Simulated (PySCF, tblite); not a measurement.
# CH₂S: fragmentation of the cation, part 2 of 2

tblite 0.8.0 and PySCF 2.14.0. Atoms count from 0. Earlier steps stand in the parts before.

## 17. Fragmentation of the cation: wB97X-D3(BJ)/def2-TZVP

This step combines the energies above: geometries from PBE0-D3(BJ)/def2-SVP, zero-point and thermal terms from PBE0-D3(BJ)/def2-SVP.

What the job is given:

```
{"job": {"kind": "ms", "cap": 8, "geom": {"xc": "PBE0", "basis": "def2-SVP", "d3": "d3bj", "grid": 1}, "hess": 1, "level": {"xc": "wB97X", "basis": "def2-TZVP", "d3": "d3bj"}}, "charge": 0, "multiplicity": 1}
C     -0.097219     0.016404    -0.205308
S      1.453174    -0.194839    -0.568779
H     -0.678502     0.877443    -0.572356
H     -0.656682    -0.689141     0.429688
```

Output (the driver's rows laid out field by field):

```text
fragmentation thresholds of the radical cation, wB97X-D3(BJ)/def2-TZVP // PBE0-D3(BJ)/def2-SVP

row 1
  mz                      45
  route                   bond cut
  ion                     formula CHS, charge 1, multiplicity 1, smiles C#[S+], kept yes, pieces 1, point_group Cinfv
  lost                    formula H, charge 0, multiplicity 2, smiles [H], kept yes, pieces 1
  threshold_ev            11.6974
  electronic_ev           11.9777
  enthalpy                1133.76

row 2
  mz                      44
  route                   H2 lost
  ion                     formula CS, charge 1, multiplicity 2, smiles [C]#[S+], kept yes, pieces 1, point_group Cinfv
  lost                    formula H2, charge 0, multiplicity 1, smiles [H][H], kept yes, pieces 1, point_group Dinfh
  threshold_ev            13.3197
  electronic_ev           13.6323
  enthalpy                1292.35
```

Run time: 36 s. Hardware: 1 thread of Arm Neoverse V1, shared host.

Some single points behind these values are not shown above.

Key values:

| quantity | value |
| --- | --- |
| vertical ionisation | 9.37 eV |
| adiabatic ionisation | 9.32 eV |

Thresholds above the neutral molecule, for the routes that were computed (an m/z can be reached lower by another route):

| m/z | ion | lost | route | eV |
| --- | --- | --- | --- | --- |
| 45 | C#[S+] | [H] | bond cut | 11.70 |
| 44 | [C]#[S+] | [H][H] | H2 lost | 13.32 |

## 18. Single point (CH2S): B97-2/def2-TZVP

Geometry: PBE0-D3(BJ)/def2-SVP.

What the job is given:

```
{"job": {"kind": "sp", "xc": "B97-2", "basis": "def2-TZVP", "grid": 2}, "charge": 0, "multiplicity": 1}
C     -0.097219     0.016404    -0.205308
S      1.453174    -0.194839    -0.568779
H     -0.678502     0.877443    -0.572356
H     -0.656682    -0.689141     0.429688
```

Output:

```text
coarse grid: 3952 points
cycle   1  E = -437.4907602795  dE =  7.535e-02  |g| = 1.967e-01  |ddm| = 1.515e+00
cycle   2  E = -437.4676477718  dE =  2.311e-02  |g| = 3.508e-01  |ddm| = 5.163e-01
cycle   3  E = -437.5036544346  dE = -3.601e-02  |g| = 6.451e-02  |ddm| = 3.055e-01
cycle   4  E = -437.5046764152  dE = -1.022e-03  |g| = 2.010e-02  |ddm| = 5.705e-02
cycle   5  E = -437.5047813270  dE = -1.049e-04  |g| = 1.080e-03  |ddm| = 1.457e-02
cycle   6  E = -437.5047815986  dE = -2.717e-07  |g| = 5.031e-04  |ddm| = 1.259e-03
final grid: 33704 points
cycle   7  E = -437.5029845781  dE = -1.358e-05  |g| = 1.435e-03  |ddm| = 1.667e-02
cycle   8  E = -437.5029824229  dE =  2.155e-06  |g| = 3.110e-03  |ddm| = 2.951e-03
cycle   9  E = -437.5029851793  dE = -2.756e-06  |g| = 4.844e-05  |ddm| = 2.123e-03
cycle  10  E = -437.5029851796  dE = -3.772e-10  |g| = 3.969e-05  |ddm| = 9.875e-05
converged SCF energy = -437.5029851796
```

Run time: 0.63 s. Hardware: 1 thread of Arm Neoverse V1, shared host.

## 19. Single point (CH2S+ (doublet)): B97-2/def2-TZVP

Geometry: PBE0-D3(BJ)/def2-SVP, that of another charge or spin state.

What the job is given:

```
{"job": {"kind": "sp", "xc": "B97-2", "basis": "def2-TZVP", "grid": 2}, "charge": 1, "multiplicity": 2}
C     -0.097219     0.016404    -0.205308
S      1.453174    -0.194839    -0.568779
H     -0.678502     0.877443    -0.572356
H     -0.656682    -0.689141     0.429688
```

Output:

```text
final grid: 33704 points
cycle   1  E = -437.1107200653  dE =  8.747e-03  |g| = 3.033e-01  |ddm| = 5.416e-01
cycle   2  E = -436.9611382366  dE =  1.496e-01  |g| = 5.860e-01  |ddm| = 6.419e-01
cycle   3  E = -437.1605644887  dE = -1.994e-01  |g| = 7.569e-02  |ddm| = 4.245e-01
cycle   4  E = -437.1634157872  dE = -2.851e-03  |g| = 1.185e-02  |ddm| = 5.737e-02
cycle   5  E = -437.1635359633  dE = -1.202e-04  |g| = 3.491e-03  |ddm| = 1.253e-02
cycle   6  E = -437.1635574184  dE = -2.146e-05  |g| = 1.637e-03  |ddm| = 5.243e-03
cycle   7  E = -437.1635722634  dE = -1.484e-05  |g| = 8.484e-04  |ddm| = 6.145e-03
cycle   8  E = -437.1635775441  dE = -5.281e-06  |g| = 2.373e-04  |ddm| = 5.171e-03
cycle   9  E = -437.1635778337  dE = -2.896e-07  |g| = 3.473e-05  |ddm| = 1.365e-03
cycle  10  E = -437.1635778358  dE = -2.171e-09  |g| = 1.266e-05  |ddm| = 1.025e-04
converged SCF energy = -437.1635778358
```

Run time: 1.6 s. Hardware: 1 thread of Arm Neoverse V1, shared host.

## 20. Single point (CH₂S): B97-2/def2-TZVP

Geometry: PBE0-D3(BJ)/def2-SVP, that of another charge or spin state.

What the job is given:

```
{"job": {"kind": "sp", "xc": "B97-2", "basis": "def2-TZVP", "grid": 2}, "charge": 0, "multiplicity": 1}
C     -0.096943     0.019929    -0.215225
S      1.435367    -0.195990    -0.582734
H     -0.657410     0.900325    -0.588282
H     -0.640270    -0.704981     0.423315
```

Output:

```text
coarse grid: 3952 points
cycle   1  E = -437.4905694307  dE =  9.182e-02  |g| = 1.969e-01  |ddm| = 1.524e+00
cycle   2  E = -437.4718852318  dE =  1.868e-02  |g| = 3.293e-01  |ddm| = 5.105e-01
cycle   3  E = -437.5031402301  dE = -3.125e-02  |g| = 6.852e-02  |ddm| = 2.995e-01
cycle   4  E = -437.5042997737  dE = -1.160e-03  |g| = 2.025e-02  |ddm| = 5.769e-02
cycle   5  E = -437.5044068435  dE = -1.071e-04  |g| = 1.065e-03  |ddm| = 1.483e-02
cycle   6  E = -437.5044071282  dE = -2.847e-07  |g| = 4.693e-04  |ddm| = 1.251e-03
final grid: 33704 points
cycle   7  E = -437.5025225984  dE = -1.326e-05  |g| = 1.231e-03  |ddm| = 1.586e-02
cycle   8  E = -437.5025211256  dE =  1.473e-06  |g| = 2.599e-03  |ddm| = 2.559e-03
cycle   9  E = -437.5025230448  dE = -1.919e-06  |g| = 5.959e-05  |ddm| = 1.796e-03
cycle  10  E = -437.5025230453  dE = -4.870e-10  |g| = 4.892e-05  |ddm| = 1.219e-04
converged SCF energy = -437.5025230453
```

Wall time 0.63 s (1 thread of Arm Neoverse V1, shared host).

## 21. Single point (CH2S+ (doublet), C=[S+]): B97-2/def2-TZVP

Geometry: PBE0-D3(BJ)/def2-SVP.

What the job is given:

```
{"job": {"kind": "sp", "xc": "B97-2", "basis": "def2-TZVP", "grid": 2}, "charge": 1, "multiplicity": 2}
C     -0.096943     0.019929    -0.215225
S      1.435367    -0.195990    -0.582734
H     -0.657410     0.900325    -0.588282
H     -0.640270    -0.704981     0.423315
```

Output:

```text
final grid: 33704 points
cycle   1  E = -437.1144435111  dE =  6.018e-03  |g| = 2.954e-01  |ddm| = 5.391e-01
cycle   2  E = -436.9847171634  dE =  1.297e-01  |g| = 5.544e-01  |ddm| = 6.183e-01
cycle   3  E = -437.1610882417  dE = -1.764e-01  |g| = 7.487e-02  |ddm| = 4.037e-01
cycle   4  E = -437.1638936763  dE = -2.805e-03  |g| = 1.096e-02  |ddm| = 5.593e-02
cycle   5  E = -437.1639987945  dE = -1.051e-04  |g| = 3.289e-03  |ddm| = 1.180e-02
cycle   6  E = -437.1640178153  dE = -1.902e-05  |g| = 1.528e-03  |ddm| = 4.955e-03
cycle   7  E = -437.1640304179  dE = -1.260e-05  |g| = 7.695e-04  |ddm| = 5.658e-03
cycle   8  E = -437.1640345752  dE = -4.157e-06  |g| = 2.071e-04  |ddm| = 4.525e-03
cycle   9  E = -437.1640347872  dE = -2.120e-07  |g| = 2.927e-05  |ddm| = 1.144e-03
cycle  10  E = -437.1640347887  dE = -1.523e-09  |g| = 1.058e-05  |ddm| = 8.453e-05
converged SCF energy = -437.1640347887
```

Wall time 1.6 s (1 thread of Arm Neoverse V1, shared host).

## 22. Single point (CHS+): B97-2/def2-TZVP

Geometry: PBE0-D3(BJ)/def2-SVP.

What the job is given:

```
{"job": {"kind": "sp", "xc": "B97-2", "basis": "def2-TZVP", "grid": 2}, "charge": 1, "multiplicity": 1}
C      0.128644    -0.309675    -0.066442
S      1.438034    -0.070407    -0.710547
H     -0.844096    -0.492374     0.407266
```

Output:

```text
coarse grid: 3336 points
cycle   1  E = -436.5514347717  dE =  5.347e-01  |g| = 2.222e-01  |ddm| = 1.516e+00
cycle   2  E = -436.5362354113  dE =  1.520e-02  |g| = 3.447e-01  |ddm| = 4.149e-01
cycle   3  E = -436.5620457115  dE = -2.581e-02  |g| = 1.514e-01  |ddm| = 2.633e-01
cycle   4  E = -436.5678793291  dE = -5.834e-03  |g| = 1.422e-02  |ddm| = 1.078e-01
cycle   5  E = -436.5679277223  dE = -4.839e-05  |g| = 1.314e-03  |ddm| = 9.918e-03
cycle   6  E = -436.5679280817  dE = -3.594e-07  |g| = 5.029e-04  |ddm| = 1.731e-03
final grid: 28328 points
cycle   7  E = -436.5662184962  dE = -1.019e-05  |g| = 7.822e-04  |ddm| = 1.550e-02
cycle   8  E = -436.5662183615  dE =  1.347e-07  |g| = 9.745e-04  |ddm| = 1.048e-03
cycle   9  E = -436.5662185232  dE = -1.618e-07  |g| = 6.086e-04  |ddm| = 8.589e-04
cycle  10  E = -436.5662186238  dE = -1.006e-07  |g| = 4.676e-05  |ddm| = 3.875e-04
cycle  11  E = -436.5662186243  dE = -4.486e-10  |g| = 2.532e-06  |ddm| = 3.751e-05
converged SCF energy = -436.5662186243
```

It took 0.57 s on 1 thread of Arm Neoverse V1, shared host.

## 23. Single point (H radical): B97-2/def2-TZVP

Geometry: atom.

What the job is given:

```
{"job": {"kind": "sp", "xc": "B97-2", "basis": "def2-TZVP", "grid": 2}, "charge": 0, "multiplicity": 2}
H      0.000000     0.000000     0.000000
```

Output:

```text
coarse grid: 624 points
cycle   1  E = -0.4999718249  dE = -7.238e-02  |g| = 4.983e-02  |ddm| = 3.698e-01
cycle   2  E = -0.5041444939  dE = -4.173e-03  |g| = 3.109e-03  |ddm| = 1.433e-01
cycle   3  E = -0.5041614973  dE = -1.700e-05  |g| = 1.546e-04  |ddm| = 1.099e-02
cycle   4  E = -0.5041615102  dE = -1.291e-08  |g| = 1.188e-05  |ddm| = 1.335e-04
final grid: 5376 points
cycle   5  E = -0.5040598647  dE = -1.403e-08  |g| = 1.543e-05  |ddm| = 1.402e-04
cycle   6  E = -0.5040598648  dE = -1.094e-10  |g| = 1.944e-06  |ddm| = 1.253e-05
converged SCF energy = -0.5040598648
```

It took 0.05 s on 1 thread of Arm Neoverse V1, shared host.

## 24. Single point (CS+ (doublet)): B97-2/def2-TZVP

Geometry: PBE0-D3(BJ)/def2-SVP.

What the job is given:

```
{"job": {"kind": "sp", "xc": "B97-2", "basis": "def2-TZVP", "grid": 2}, "charge": 1, "multiplicity": 2}
C     -0.037871     0.005888    -0.225979
S      1.399404    -0.181789    -0.576386
```

Output:

```text
coarse grid: 2712 points
cycle   1  E = -435.7875410164  dE =  6.365e-01  |g| = 2.479e-01  |ddm| = 1.051e+00
cycle   2  E = -435.6686076273  dE =  1.189e-01  |g| = 5.534e-01  |ddm| = 5.638e-01
cycle   3  E = -435.8263781197  dE = -1.578e-01  |g| = 1.285e-01  |ddm| = 3.794e-01
cycle   4  E = -435.8347136930  dE = -8.336e-03  |g| = 1.543e-02  |ddm| = 1.033e-01
cycle   5  E = -435.8351274851  dE = -4.138e-04  |g| = 6.584e-03  |ddm| = 2.664e-02
cycle   6  E = -435.8353014293  dE = -1.739e-04  |g| = 4.200e-03  |ddm| = 1.788e-02
cycle   7  E = -435.8354258532  dE = -1.244e-04  |g| = 2.262e-03  |ddm| = 2.323e-02
cycle   8  E = -435.8354431902  dE = -1.734e-05  |g| = 6.187e-04  |ddm| = 9.688e-03
cycle   9  E = -435.8354438618  dE = -6.716e-07  |g| = 1.487e-04  |ddm| = 1.817e-03
final grid: 22960 points
cycle  10  E = -435.8342411511  dE = -1.055e-05  |g| = 1.211e-03  |ddm| = 7.737e-03
cycle  11  E = -435.8342376827  dE =  3.468e-06  |g| = 2.815e-03  |ddm| = 2.548e-03
cycle  12  E = -435.8342422084  dE = -4.526e-06  |g| = 4.114e-04  |ddm| = 1.911e-03
cycle  13  E = -435.8342424259  dE = -2.175e-07  |g| = 1.487e-04  |ddm| = 5.572e-04
cycle  14  E = -435.8342425230  dE = -9.710e-08  |g| = 8.490e-05  |ddm| = 4.858e-04
cycle  15  E = -435.8342425695  dE = -4.647e-08  |g| = 3.428e-05  |ddm| = 4.572e-04
cycle  16  E = -435.8342425748  dE = -5.286e-09  |g| = 8.641e-06  |ddm| = 1.741e-04
converged SCF energy = -435.8342425748
```

It took 0.98 s on 1 thread of Arm Neoverse V1, shared host.

## 25. Single point (H₂): B97-2/def2-TZVP

Geometry: PBE0-D3(BJ)/def2-SVP.

What the job is given:

```
{"job": {"kind": "sp", "xc": "B97-2", "basis": "def2-TZVP", "grid": 2}, "charge": 0, "multiplicity": 1}
H     -0.098584     0.061242    -0.000943
H      0.104098    -0.058706     0.722646
```

Output:

```text
coarse grid: 1240 points
cycle   1  E = -1.1746980512  dE = -2.284e-01  |g| = 2.707e-02  |ddm| = 4.746e-01
cycle   2  E = -1.1749687884  dE = -2.707e-04  |g| = 4.262e-03  |ddm| = 2.359e-02
cycle   3  E = -1.1749766110  dE = -7.823e-06  |g| = 1.235e-04  |ddm| = 3.701e-03
final grid: 10744 points
cycle   4  E = -1.1758748069  dE = -2.402e-06  |g| = 3.546e-04  |ddm| = 2.079e-03
cycle   5  E = -1.1758748523  dE = -4.544e-08  |g| = 5.407e-05  |ddm| = 3.020e-04
cycle   6  E = -1.1758748536  dE = -1.231e-09  |g| = 1.880e-06  |ddm| = 4.577e-05
converged SCF energy = -1.1758748536
```

It took 0.06 s on 1 thread of Arm Neoverse V1, shared host.

## 26. Fragmentation of the cation: B97-2/def2-TZVP

This step combines the energies above: geometries from PBE0-D3(BJ)/def2-SVP, zero-point and thermal terms from PBE0-D3(BJ)/def2-SVP.

What the job is given:

```
{"job": {"kind": "ms", "cap": 8, "geom": {"xc": "PBE0", "basis": "def2-SVP", "d3": "d3bj", "grid": 1}, "hess": 1, "level": {"xc": "B97-2", "basis": "def2-TZVP"}}, "charge": 0, "multiplicity": 1}
C     -0.097219     0.016404    -0.205308
S      1.453174    -0.194839    -0.568779
H     -0.678502     0.877443    -0.572356
H     -0.656682    -0.689141     0.429688
```

Output (the driver's rows laid out field by field):

```text
fragmentation thresholds of the radical cation, B97-2/def2-TZVP // PBE0-D3(BJ)/def2-SVP

row 1
  mz                      45
  route                   bond cut
  ion                     formula CHS, charge 1, multiplicity 1, smiles C#[S+], kept yes, pieces 1, point_group Cinfv
  lost                    formula H, charge 0, multiplicity 2, smiles [H], kept yes, pieces 1
  threshold_ev            11.4944
  electronic_ev           11.7745
  enthalpy                1114.17

row 2
  mz                      44
  route                   H2 lost
  ion                     formula CS, charge 1, multiplicity 2, smiles [C]#[S+], kept yes, pieces 1, point_group Cinfv
  lost                    formula H2, charge 0, multiplicity 1, smiles [H][H], kept yes, pieces 1, point_group Dinfh
  threshold_ev            13.099
  electronic_ev           13.4116
  enthalpy                1271.06
```

Run time: 6.3 s. Hardware: 1 thread of Arm Neoverse V1, shared host.

Key values:

| quantity | value |
| --- | --- |
| vertical ionisation | 9.24 eV |
| adiabatic ionisation | 9.19 eV |

Thresholds above the neutral molecule, for the routes that were computed (an m/z can be reached lower by another route):

| m/z | ion | lost | route | eV |
| --- | --- | --- | --- | --- |
| 45 | C#[S+] | [H] | bond cut | 11.49 |
| 44 | [C]#[S+] | [H][H] | H2 lost | 13.10 |

## 27. Outcome

What follows sums up all 2 parts.

| quantity | value |
| --- | --- |
| strongest single infrared mode (GFN2-xTB) | 890 cm⁻¹, 11 km/mol |
| zero-point energy (GFN2-xTB) | 14.9 kcal/mol |
| point group | C2v |
| rotational constants (main isotopes) | 289.96, 17.75, 16.72 GHz |
| vertical ionisation (step 17, wB97X-D3(BJ)/def2-TZVP) | 9.37 eV |
| adiabatic ionisation (step 17, wB97X-D3(BJ)/def2-TZVP) | 9.32 eV |
| lowest fragment | m/z 45 at 11.70 eV |
| vertical ionisation (step 26, B97-2/def2-TZVP) | 9.24 eV |
| adiabatic ionisation (step 26, B97-2/def2-TZVP) | 9.19 eV |
| lowest fragment | m/z 45 at 11.49 eV |

What this shows: No mode is imaginary among the 6: a minimum at this level. The strongest single mode, at 890 cm⁻¹, moves mainly H2 and H3. GFN2-xTB is a fitted tight-binding method: band positions and strengths are rough. Its intensities can rank the bands wrongly. Over 2 steps the energy fell by 0.014 eV; of the close pairs, C0–H2 changed most, 1.082 to 1.102 Å (PBE0/def2-SVP). At wB97X-D3(BJ)/def2-TZVP the lowest of the channels listed gives m/z 45; these are thermochemical thresholds for the fragments as drawn, without barriers or kinetic shifts, and lower isomers or channels can be missing. At B97-2/def2-TZVP the lowest of the channels listed gives m/z 45; these are thermochemical thresholds for the fragments as drawn, without barriers or kinetic shifts, and lower isomers or channels can be missing.
